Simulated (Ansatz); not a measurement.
# AlH + HF: a complex and its separated parts

Aim: how far the complex at one end of a reaction step lies below its separated, relaxed parts, level by level.

The runs use Ansatz 0.2.0, Gaussian basis; PBE0-D4/def2-TZVP structures, single points in def2-TZVPP, no counterpoise correction.

Levels: SPW92, PBE-D4, BLYP-D4, r2SCAN-D4, B97M-V, PBE0-D4, B3LYP-D4, r2SCAN0-D4, BHLYP-D4, CAM-B3LYP-D4, wB97X-V, wB97M-V, B2PLYP, PBE-QIDH, RPA on PBE, Hartree-Fock, MP2, CCSD, CCSD(T).

Correlated methods freeze the cores. B3LYP uses VWN-RPA correlation. B2PLYP carries no dispersion term here.

56 further runs of the same task are left out: 56 set aside as unsound or not needed.

## Step 1: Where the work starts

The complex: 4 atoms, charge 0, spin multiplicity 1.

Atoms are counted from 1 here; the program's logs count them from 0.

Bond lengths: Al1–H4 1.653 Å, F2–H3 0.927 Å.

Coordinates:

```mol
AlFH2
  3D, bonds by distance, orders not assigned

  4  2  0  0  0  0  0  0  0  0999 V2000
   -0.7155   -0.8681    0.6538 Al  0  0
    0.6905    0.5341   -0.8290 F   0  0
    0.8293   -0.1073   -1.4839 H   0  0
   -0.8043    0.4413    1.6591 H   0  0
  1  4  8  0
  2  3  8  0
M  END
```

Its parts: AlH holds atoms 1, 4; HF holds atoms 2, 3. Each part counts its atoms afresh in its own runs.

## Step 2: Relaxing AlH alone

The input, relax-a/in.yaml:

```yaml
crystal:
  periodic: [false, false, false]
  atoms:
    - {symbol: Al, position_ang: [-0.715467, -0.868118, 0.653800]}
    - {symbol: H, position_ang: [-0.804310, 0.441346, 1.659052]}
basis:
  gaussian: {orbitals: def2-TZVP}
hamiltonian: {xc: pbe0, dispersion: d4}
relax: {f_tol: 0.005, max_steps: 200}
```

The run is started by

```
ansatz run in.yaml --threads 2 --pin off --events-out ev --progress --plain --max-ram 4352MiB
```

Further steps of the session: Relaxing HF alone; SPW92/def2-TZVPP; PBE-D4/def2-TZVPP; BLYP-D4/def2-TZVPP; r2SCAN-D4/def2-TZVPP; B97M-V/def2-TZVPP; PBE0-D4/def2-TZVPP; B3LYP-D4/def2-TZVPP; r2SCAN0-D4/def2-TZVPP; BHLYP-D4/def2-TZVPP; CAM-B3LYP-D4/def2-TZVPP; wB97X-V/def2-TZVPP; wB97M-V/def2-TZVPP; B2PLYP/def2-TZVPP; PBE-QIDH/def2-TZVPP; RPA on PBE/def2-TZVPP; CCSD(T)/def2-TZVPP; CCSD(T)/def2-QZVPP; Vibrations of AlH; Vibrations of HF.

Before running it: what results should come out? Wanted: complex less parts, CCSD(T)/def2-TZVPP; with zero-point energy; largest T1 diagnostic.

As calculated:

| quantity | value |
| --- | --- |
| complex less parts, CCSD(T)/def2-TZVPP | -2.44 kcal/mol |
| with zero-point energy | -0.98 kcal/mol |
| largest T1 diagnostic | 0.014 |

At CCSD(T) the complex lies 2.44 kcal/mol below its parts. The functionals run from B2PLYP, off by -0.58 kcal/mol, to SPW92, off by -6.34 kcal/mol, against CCSD(T). Mean unsigned error by rung: LDA 6.34, GGA 2.71, meta-GGA 2.40, hybrid 1.68, range-separated hybrid 1.83, double hybrid 0.76 kcal/mol. PBE-D4 gives a relative energy 3.34 kcal/mol too low, an error of 137 % of the reference. No counterpoise was applied, and triple zeta lacks some correlation, so the CCSD(T) reference has a basis error of its own, and close matches with it are partly luck. The restricted Hartree–Fock reference is unstable towards an unrestricted one at one or more of these structures.
